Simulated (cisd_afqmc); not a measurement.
Input (AFQMC/CISD/cc-pV(T+d)Z; cisd_afqmc is a phaseless AFQMC code with CISD trial states that reads the integrals written by Ansatz): A basis named .json is the Basis Set Exchange file of that set.

Ansatz 0.2 input:
```python
import cisd_afqmc

open("ham.yaml", "w").write("""\
crystal:
  periodic: [false, false, false]
  atoms:
    - {symbol: P, position_ang: [-0.00000000, -0.00000000, -0.98809696]}
    - {symbol: P, position_ang: [0.00000000, 0.00000000, 0.98809696]}
basis:
  gaussian:
    orbitals: cc-pV_T+d_Z.json
total_charge: 1
magnetization: {spin_polarized: true, initial_magnetization: 1}
correlation: {method: ccsd, electrons: outside_noble_gas, hamiltonian_folder: ham}
""")
rep = cisd_afqmc.ansatz("ham.yaml")
e_ccsd = rep["correlation"]["coupled_cluster"]["energy"]["hartree"]
out = cisd_afqmc.run("ham", e_ccsd, trial="CISD", walkers=100, populations=8, threads=8, dt=0.005, steps=40, early=24, settle=10, least=32,
    cut=5e-5, rank_cut=2e-4, target=0.0004, seconds=1500, seed=1, memory=17280, gpu=False)
```

Output:

```
orbitals 68, occupied [5, 4], factors 325 of 479, rank of the doubles 268 of 571
E(HF) = -681.159897
E(CCSD) on the cut factors = -681.411255, shift to the whole factors -0.000003
Energy of the trial state on the determinant = -681.411245
  tau behind 7.2 of longer steps, mean of the populations' last blocks
   2.0  -681.42923
   4.0  -681.42779
   6.0  -681.42860
   8.0  -681.42816
  10.0  -681.42901
  12.0  -681.42948
  14.0  -681.42970
  16.0  -681.42870
  18.0  -681.42854
  20.0  -681.42939
  22.0  -681.42914
  24.0  -681.42882
blocks 898 (3 outliers left out), error by blocks joined: 1: 0.00018, 2: 0.00023, 4: 0.00029, 8: 0.00035, 16: 0.00039
E(AFQMC/CISD) = -681.42865 +/- 0.00039
```

The determinant is spin-contaminated: <S^2> is 1.18, 0.43 over the pure value.
